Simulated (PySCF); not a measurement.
Atomic charges by several schemes

Cyclopropyl isocyanate, C4H5NO.
SMILES with atom numbers: `[O:1]=[C:2]=[N:3][CH:4]1[CH2:5][CH2:6]1` (hydrogens: H7 on C4; H8, H9 on C5; H10, H11 on C6)

Geometry (PBE0-D3(BJ)/def2-TZVP, Å), atoms numbered from 1 in this order:
```
atom  x, y, z in Å
O1     3.0478   -0.8109   -0.8288
C2     2.1510   -0.5150   -0.1392
N3     1.3121   -0.2214    0.6586
C4    -0.0515    0.1174    0.7535
C5    -0.7240    0.8936   -0.3360
C6    -1.0662   -0.5514   -0.1212
H7    -0.3427    0.3377    1.7719
H8    -1.4451    1.6478   -0.0478
H9    -0.1239    1.1457   -1.2010
H10   -0.6934   -1.2685   -0.8414
H11   -2.0249   -0.8017    0.3148
```

Density: PBE0/pcSseg-2 (PySCF); schemes: Mulliken, IAO, Hirshfeld and ESP-fitted. Geometry: PBE0-D3(BJ)/def2-TZVP, one conformer, isolated molecule.

**Question.** At which atom do the 4 schemes differ most?

**Answer.** At C2: from +0.238 (Hirshfeld) to +0.723 e (ESP-fitted), 0.485 e apart.

**Question.** Do the Mulliken, IAO, Hirshfeld and ESP-fitted schemes agree on where the charge is lowest?

**Answer.** The schemes don't all agree: Mulliken O1 (-0.318); IAO O1 (-0.386); Hirshfeld O1 (-0.212); ESP-fitted N3 (-0.539).

**Question.** For which atoms does the sign change between the 4 schemes (beyond +0.03 e in one, beyond −0.03 e in another)?

**Answer.** For none.

**Question.** Give the atomic charges in each scheme.

**Answer.** In e:

```tsv
atom	environment	Mulliken	IAO	Hirshfeld	ESP-fitted
O1	oxygen bonded to C	-0.318	-0.386	-0.212	-0.440
C2	isocyanate carbon	+0.415	+0.516	+0.238	+0.723
N3	isocyanate nitrogen	-0.289	-0.310	-0.143	-0.539
C4	sp3 carbon bound to nitrogen	-0.025	-0.021	+0.011	+0.147
C5	three-membered-ring carbon	-0.074	-0.308	-0.093	-0.329
C6	three-membered-ring carbon	-0.076	-0.307	-0.093	-0.341
H7	methine hydrogen	+0.063	+0.169	+0.061	+0.138
H8	methylene hydrogen	+0.070	+0.162	+0.058	+0.146
H9	methylene hydrogen	+0.080	+0.162	+0.057	+0.171
H10	methylene hydrogen	+0.080	+0.162	+0.057	+0.172
H11	methylene hydrogen	+0.071	+0.162	+0.058	+0.152
```

Mean size of the charges over all atoms: ESP-fitted 0.300 e, IAO 0.242 e, Mulliken 0.142 e, Hirshfeld 0.098 e. Each set sums to the total charge, 0, to within 0.001 e. The Hirshfeld scheme divides the density at each point in proportion to the densities of the neutral, spherically averaged free atoms.

**Question.** How closely do the schemes follow one another over all atoms?

**Answer.** Correlation coefficient and root-mean-square difference: IAO with Hirshfeld 0.98, 0.161 e; Mulliken with Hirshfeld 0.97, 0.078 e; Hirshfeld with ESP-fitted 0.97, 0.239 e; IAO with ESP-fitted 0.97, 0.109 e; Mulliken with ESP-fitted 0.95, 0.184 e; Mulliken with IAO 0.93, 0.122 e.

**Question.** How many electrons does the ESP-fitted scheme count on O1?

**Answer.** Z − q = 8 − (-0.440) = 8.440.

**Question.** Sum the charges by element, for elements with more than one atom.

**Answer.** 
```json
{"element": "C", "atoms": "4", "Mulliken": "+0.241", "IAO": "-0.120", "Hirshfeld": "+0.064", "ESP-fitted": "+0.200"}
{"element": "H", "atoms": "5", "Mulliken": "+0.365", "IAO": "+0.816", "Hirshfeld": "+0.292", "ESP-fitted": "+0.779"}
```
